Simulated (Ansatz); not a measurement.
Species: CHN, charge 1, doublet. CHN+ (parent SMILES N#C, doublet).
B3LYP-D3(BJ)/def2-TZVP minimum from Ansatz (a quantum-chemistry and plane-wave program):
```
C
N 1 1.2074
H 1 1.0934 2 180.00
```
Charge +1, spin multiplicity 2.

Total energies in aug-cc-pVTZ, 9 correlated electrons, 2 frozen orbitals. UHF or UKS for unpaired electrons; spin-orbit terms are left out. Cores are frozen in correlated methods. No relativity. The UHF reference of CHN+ (parent SMILES C#N, doublet) is spin-contaminated (<S^2> up to 0.04 over the pure value in the sets run).

```
method    program  energy (Eh)  minus CCSDT(Q) (mEh)
--------  -------  -----------  --------------------
HF         Ansatz    -92.46951                316.15
MP2        Ansatz    -92.74666                 39.00
CCSD       Ansatz    -92.77005                 15.61
CCSD(T)    Ansatz    -92.78373                  1.93
CCSDT(Q)   Ansatz    -92.78565                  0.00
```

Rough core times of Ansatz's runs on a shared machine: CCSD(T) 50 s, CCSDT(Q) 30 min.
